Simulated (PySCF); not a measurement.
Species: C4H9N.
Numbering: `[CH3:1]/[CH:2]=[N:3]/[CH2:4][CH3:5]` (hydrogens: H6, H7, H8 on C1; H9 on C2; H10, H11 on C4; H12, H13, H14 on C5)

Geometry (PBE0-D3(BJ)/def2-SVP, Å), atoms numbered from 1 in this order:
```xyz
14
C4H9N angstrom
C      2.4445    0.3743    0.0915
C      1.0917    0.0705    0.6403
N      0.1108   -0.2415   -0.0943
C     -1.1618   -0.5030    0.5268
C     -2.2239    0.4515    0.0056
H      3.2018   -0.2966    0.5290
H      2.4430    0.2615   -1.0006
H      2.7453    1.4027    0.3513
H      0.9827    0.1312    1.7466
H     -1.1075   -0.4477    1.6355
H     -1.4534   -1.5370    0.2715
H     -2.2613    0.4185   -1.0932
H     -1.9996    1.4875    0.3028
H     -3.2172    0.1883    0.3988
```

The calculation used PySCF 2.14.0, density-fitted response routines, TDDFT B3LYP/def2-SVPD, vertical, gas phase, core orbitals frozen in the response.

Ground-to-excited transition dipoles (e·a0, same axes as the geometry; the sign carries no meaning), for the states with f of 0.002 or more among the lowest 6:

```tsv
state	E (hartree)	μx	μy	μz
S2	0.2506	0.241	0.023	-0.242
S3	0.2616	-0.270	0.005	0.208
S4	0.2725	-0.836	-0.276	0.515
S5	0.2765	1.160	0.137	0.585
S6	0.2851	0.224	0.017	0.087
```

Q: Work out the oscillator strengths.

A: f = (2/3) ΔE |μ|² with ΔE in hartree (27.2114 eV).

| state | \|μ\|² (au) | \|μ\| (D) | f |
| --- | --- | --- | --- |
| S2 | 0.117 | 0.87 | 0.020 |
| S3 | 0.116 | 0.87 | 0.020 |
| S4 | 1.041 | 2.59 | 0.189 |
| S5 | 1.707 | 3.32 | 0.315 |
| S6 | 0.058 | 0.61 | 0.011 |

Q: Which bond between heavy atoms lies closest to the direction of the S5 transition dipole?

A: C2–N3, at 13° from it; next C4–C5 at 45°.

Q: What angle do the transition dipoles of S4 and S6 make?

A: |cos θ| = |μa·μb| / (|μa| |μb|) = 0.60, so θ ≈ 53° (taken between 0 and 90°, since the signs are arbitrary).

Q: How is the summed strength of these states shared among x, y and z?

A: (2/3) Σ ΔE μα² gives 0.407 for x, 0.017 for y and 0.130 for z, 0.555 in all.

Q: What peak molar absorption coefficient would the strongest computed level give as a lone Gaussian band 0.4 eV wide at half height?

A: ε(max) = 2.175×10⁸ f / FWHM, with the width in cm⁻¹. S5: 2.175×10⁸ × 0.3147 / 3226 ≈ 21000 L mol⁻¹ cm⁻¹.

One conformer stands for the species.
